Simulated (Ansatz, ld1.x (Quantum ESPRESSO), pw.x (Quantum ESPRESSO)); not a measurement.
sulfur (S): one change to the RRKJ potential, in the atom and in the diamond crystal

```
Element                 : sulfur
Generator               : ld1.x (Quantum ESPRESSO) 7.5
Type                    : norm-conserving RRKJ (Kleinman–Bylander form)
Functional              : LDA (PW92)
Relativity              : scalar-relativistic
Frozen core             : [Ne]
Valence charge          : 6
Reference configuration : 3s2 3p4
Partial waves           : 3p (bound): rc 1.15 bohr; 3d channel at 0.35 Ry: rc 1.15 bohr; 3s (bound): rc 1.35 bohr
Local potential         : the s channel
Core correction         : Bessel-smoothed model core inside 0.80 bohr
```

Change: wave 3s (bound): rc 1.35 bohr becomes 3s (bound): rc 1.72 bohr.

Cutoffs, loose and tight: the cutoffs (Ry, on a coarse ladder) from which the occupation-weighted sum of valence levels, in a spherical-Bessel basis at the reference potential, stays within 10 and 1 mRy of its value at 400 Ry. They do not see the model core or the augmentation charge, which bear on the density cutoff. Test errors are all-electron minus pseudo excitation energies from the reference, over the configurations 3s2 3p3; 3s2 3p2; 3s2 3p1; 3s2 3p4.3; 3s2 3p0; 3s0 3p6; 3s1 3p4 (two spin-polarised tests are not counted in the largest error); variants that change the core or the reference have their own tests.

Crystal test: diamond S in pw.x 7.5, no spin, 8³ k-points, Fermi–Dirac smearing 0.01 Ry, cutoffs set for each file from its atomic test. The reference is all-electron LAPW (Ansatz 0.2.0) with the same functional, mesh and smearing; V0 and B0 come from Birch–Murnaghan fits to the pressures at five volumes. Errors are pseudo minus all-electron; Δ is the rms difference of the E(V) curves that follow from these fits, minima aligned, over ±6 % about the mean V0. Mesh and smearing are coarse, so the numbers serve the comparison and aren't converged zero-temperature values; the lattice is a test structure that the element need not adopt.

All-electron: a0 = 5.636 Å (V0 = 22.38 Å³/atom), B0 = 52.8 GPa.

Q: Does the change bring the crystal closer to the all-electron result?

A: The mean pressure error goes from -0.21 to -0.53 GPa, so the change moves the solid further from the all-electron pressures. At 80 % of its cutoff the pressure of the base moves by -0.87 GPa. At 80 % of its cutoff the pressure of the changed file moves by -0.80 GPa.

```tsv
quantity	base	changed
outcome (atom)	generated	generated
cutoff, loose (atom)	80 Ry	80 Ry
cutoff, tight (atom)	100 Ry	100 Ry
bound ghosts (atom)	none	none
largest test error (meV) (atom)	+133	+223
cutoffs in pw.x (Ry)	120/480	120/480
a0 (Å)	5.629	5.618
a0 error (%)	-0.13	-0.33
B0 error (%)	+0.6	+0.8
Δ (meV/atom)	1.0	2.6
mean pressure error (GPa)	-0.21	-0.53
```

 The atomic cutoffs weigh occupied waves only.
